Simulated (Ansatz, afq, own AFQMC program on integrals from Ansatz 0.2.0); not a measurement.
Integrals from Ansatz 0.2.0, then the random walk in our own AFQMC program (afq).

```yaml
crystal:
  periodic: [false, false, false]
  atoms:
    - {symbol: Se, position_ang: [0.000000, 0.000000, 0.000000]}
basis:
  gaussian: {orbitals: cc-pVDZ}
magnetization: {spin_polarized: true, initial_magnetization: 4}
correlation: {method: ccsd_t, electrons: outside_noble_gas, hamiltonian_folder: ham}
```

```sh
$ ansatz run in.yaml --threads 1 --pin off --events-out ev --progress --plain --max-ram 16896MiB --backend cuda --devices 0, --max-vram 18GiB
```

afq runs on the folder ham with

```
--method phaseless --trial cisd --walkers 20 --populations 1 --least-time 40 --time-step 0.02 --steps-per-block 5 --equilibration-blocks 60 --max-blocks 400 --target-error 0.00058 --factor-cut 0.001 --start spin_pure --seed 9856 --taylor-order 4
```

Times are imaginary, in 1/Eh. The walk had a cap of 60 s. Filled inner d shells are frozen with the cores.

Output of the walk:

```
orbitals 13  electrons 5 1  factors 51 of 193
reference energy -2399.29181957 Eh
CCSD correlation -0.09604628 Eh in 8 cycles, weight of the determinant in the CISD state 0.9343
energy of the start -2399.387858 Eh
 block  time / (1/Eh)  mean weight  energy / Eh
     1     0.100  0.9982  -2399.387644
     2     0.200  0.9922  -2399.387726
     3     0.300  0.9963  -2399.387618
     4     0.400  1.0002  -2399.387824
     5     0.500  0.9987  -2399.387689
     8     0.800  1.0074  -2399.388484
    12     1.200  1.0007  -2399.389637
    45     4.500  1.0012  -2399.388122
    78     7.800  0.9994  -2399.388766
   111    11.100  1.0038  -2399.388554
   144    14.400  1.0085  -2399.389375
   155    15.500  0.9964  -2399.395511
   177    17.700  1.0039  -2399.388454
   210    21.000  0.9885  -2399.390504
   243    24.300  0.9981  -2399.389174
   254    25.400  1.0046  -2399.387857
   276    27.600  0.9987  -2399.390215
   309    30.900  1.0030  -2399.388788
   342    34.200  1.0040  -2399.391083
   375    37.500  0.9958  -2399.389741
   408    40.800  1.0068  -2399.390679
   441    44.100  0.9937  -2399.388929
   452    45.200  0.9923  -2399.389615
blocks merged  error / Eh  count
     1  0.000095  400
     2  0.000127  200
     4  0.000169  100
     8  0.000212  50
    16  0.000239  25
    32  0.000322  12
energy -2399.390044 +/- 0.000239 Eh
(rows thinned)
```

The run passed its tests (sampling time, drift between the halves within three errors, error under three times the target), which doesn't prove that it has relaxed.

Against this walk (error 6.5 meV) on the same determinant: CCSD(T) 18.2 meV higher, CCSDT(Q) 3.2 meV higher (within the noise), CCSDTQ 1.7 meV higher (within the noise), full CI 1.6 meV higher (within the noise), a separate phaseless walk with a CISD trial and standard settings 5.0 ± 6.6 meV higher (within the noise). The error is statistical and leaves out the bias of the constraint.

Cautions: constraint bias not in the error; no relativity below Rb; no spin-orbit coupling; inner d shell frozen; another spin lies lower (by 13.48 eV); in this basis the state lies above a state of the ion, a sign that the basis lacks the diffuse functions it needs, so its energy is an artefact of the basis; so few walkers bias the energy; the coarse factor cut changes the integrals a little; the time-step error isn't removed.

The walk took 28 s on 1 × NVIDIA H100 80GB HBM3 with 2 threads of AMD EPYC 7R13 Processor (Zen 3) (shared host) (the card was shared). The log's last line is the phaseless energy.

CCSDT and higher add their correlation energy to the determinant of the CCSD(T) run, since their own runs factorise the integrals more tightly (a shift of under 2 meV). A walk keeps the symmetry of its determinant, which the program's search chose and which needn't be the lowest solution, so a lower state of the same spin and another symmetry isn't excluded.
